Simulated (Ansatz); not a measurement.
Ansatz (an electronic-structure program) input (CCSD(T)/aug-cc-pVDZ):

Ansatz 0.2 input:
```yaml
crystal:
  periodic: [false, false, false]
  atoms:
    - {symbol: C, position_ang: [-0.97165697, -0.65156654, -0.00520927]}
    - {symbol: C, position_ang: [0.00620844, 0.49447777, 0.00506174]}
    - {symbol: H, position_ang: [-0.45337239, -1.61395950, -0.01586483]}
    - {symbol: H, position_ang: [-1.61078508, -0.57064172, 0.87489567]}
    - {symbol: H, position_ang: [-1.61344761, -0.55262858, -0.88152790]}
    - {symbol: O, position_ang: [1.18378704, 0.45997030, 0.00292278]}
basis:
  gaussian:
    orbitals: aug-cc-pVDZ
magnetization: {spin_polarized: true, initial_magnetization: 1}
correlation: {method: ccsd_t, electrons: outside_noble_gas}
output: {forces: true}
```

Output:

```
Functional definition: HF
integrals: 0.19 GiB planned
948 factors; integrals over basis functions are off by at most 7.0e-4 eV
mean field: 0.23 GiB planned
mean field evaluation 1: about -4142.1929 eV, gradient 2.3e1 eV
mean field evaluation 2: about -4142.1944 eV, gradient 2.3e1 eV
mean field evaluation 4: about -4144.7620 eV, gradient 3.5e0 eV
mean field evaluation 8: about -4144.8680 eV, gradient 2.3e-1 eV
mean field evaluation 16: about -4143.9746 eV, gradient 1.5e1 eV
mean field evaluation 32: about -4142.1395 eV, gradient 3.1e0 eV
mean field evaluation 64: about -4142.0380 eV, gradient 1.1e0 eV
mean field -4144.87164105 eV, -152.3212233137 hartree, gradient 2.9e-6 eV, S^2 0.762951; 0 other end points of the search recorded, 0 dependent functions left out
3 core orbitals not correlated
reference -4144.87164105 eV, -152.3212233137 hartree; 9, 8 occupied and 84, 85 virtual orbitals, 948 factors
densities: 1.16 GiB planned
second order -12.32651195 eV of doubles, -0.00000000 eV of singles
coupled cluster: 0.73 GiB planned
cycle   1  -12.47150740 eV  change   -1.4e-1 eV  update   1.0e-1
cycle   2  -12.85991167 eV  change   -3.9e-1 eV  update   3.4e-2
cycle   3  -12.98664483 eV  change   -1.3e-1 eV  update   2.1e-2
cycle   4  -12.98303635 eV  change    3.6e-3 eV  update   7.0e-3
cycle   5  -12.98222719 eV  change    8.1e-4 eV  update   3.6e-3
cycle   6  -12.98295158 eV  change   -7.2e-4 eV  update   1.5e-3
cycle   7  -12.98300261 eV  change   -5.1e-5 eV  update   7.3e-4
cycle   8  -12.98313560 eV  change   -1.3e-4 eV  update   2.2e-4
cycle   9  -12.98319424 eV  change   -5.9e-5 eV  update   8.0e-5
cycle  10  -12.98315883 eV  change    3.5e-5 eV  update   3.1e-5
cycle  11  -12.98316619 eV  change   -7.4e-6 eV  update   1.4e-5
cycle  12  -12.98317355 eV  change   -7.4e-6 eV  update   6.2e-6
cycle  13  -12.98317536 eV  change   -1.8e-6 eV  update   3.1e-6
cycle  14  -12.98317730 eV  change   -1.9e-6 eV  update   1.2e-6
cycle  15  -12.98317671 eV  change    5.9e-7 eV  update   5.5e-7
perturbative correction -0.48268263 eV, -0.0177382595 hartree
the calculation of the forces begins
Total energy: -4158.33750039 eV, -152.8160845171 hartree
Atom 0 at    -0.971657    -0.651567    -0.005209 Å, force    -0.132282    -0.152309    -0.001361 eV/Å
Atom 1 at     0.006208     0.494478     0.005062 Å, force    -1.490415     0.500271     0.007390 eV/Å
Atom 2 at    -0.453372    -1.613959    -0.015865 Å, force     0.231701    -0.386251    -0.004312 eV/Å
Atom 3 at    -1.610785    -0.570642     0.874896 Å, force    -0.248351     0.040425     0.381015 eV/Å
Atom 4 at    -1.613448    -0.552629    -0.881528 Å, force    -0.249504     0.048223    -0.379351 eV/Å
Atom 5 at     1.183787     0.459970     0.002923 Å, force     1.888852    -0.050360    -0.003380 eV/Å
Dipole moment:    -0.418776    -0.281849    -0.002256 e Å
```

It need not be the lowest isomer of its formula.
